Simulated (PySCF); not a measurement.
Fill in the blanks.

Species: C4H6N2.
InChI=1S/C4H6N2/c1-6-3-2-5-4-6/h2-4H,1H3

```tsv
property	level	value
rotational constants A, B, C of the GFN2-xTB geometry	GFN2-xTB	?
dipole moment	CAM-B3LYP/def2-SVPD	4.17 D
HOMO energy	CAM-B3LYP/def2-SVPD	?
LUMO energy	CAM-B3LYP/def2-SVPD	1.12 eV
lowest singlet excitation	TDDFT CAM-B3LYP/def2-SVPD	6.34 eV (196 nm, f = 0.007)
strongest line among the 8 lowest singlet transitions	TDDFT CAM-B3LYP/def2-SVPD	?
lowest triplet excitation (Tamm–Dancoff)	TDA CAM-B3LYP/def2-SVPD	4.57 eV
static isotropic polarisability	CAM-B3LYP/def2-SVPD	58.2 au
electronic spatial extent ⟨r²⟩ about the centre of nuclear charge	CAM-B3LYP/def2-SVPD	?
core binding energies	ΔSCF SCAN, pcX-2 on the ionised atom, pcseg-1 elsewhere, spin-free X2C	?
```

Gas-phase values; electronic properties from PySCF, density fitting. Geometry: GFN2-xTB; no solvent, vibrations or thermal averaging.

What are the core binding energies?

C1s 290.5, C1s 290.8, C1s 291.5, C1s 292.5, N1s 404.0, N1s 406.5 eV.

What is the strongest line among the 8 lowest singlet transitions?

S2 at 6.55 eV (189 nm, f = 0.156).

The electronic spatial extent ⟨r²⟩ about the centre of nuclear charge?

485 bohr².

What is the HOMO energy?

-7.91 eV.

What are the rotational constants A, B, C of the GFN2-xTB geometry?

9.380, 3.665, 2.680 GHz.

The polarisability is 8.63 Å³ as a volume (1 au = 0.148185 Å³), or 1.32 au for each of the 44 electrons. No computed singlet falls in the visible range (750 to 380 nm, 1.65 to 3.26 eV); S1 lies 3.08 eV above its blue end. The dipole matches unit charges of opposite sign 0.87 Å apart (1 e·Å = 4.8032 D). The vertical singlet–triplet gap S1 − T1 is 1.77 eV (TDDFT singlet less Tamm–Dancoff triplet; S1: HOMO→LUMO, weight 0.87; T1: HOMO→LUMO+1, weight 0.89).

For the core-ionisation job (SCAN ΔSCF), on an x86-64 server with one thread, on a shared host, this took 52 s.
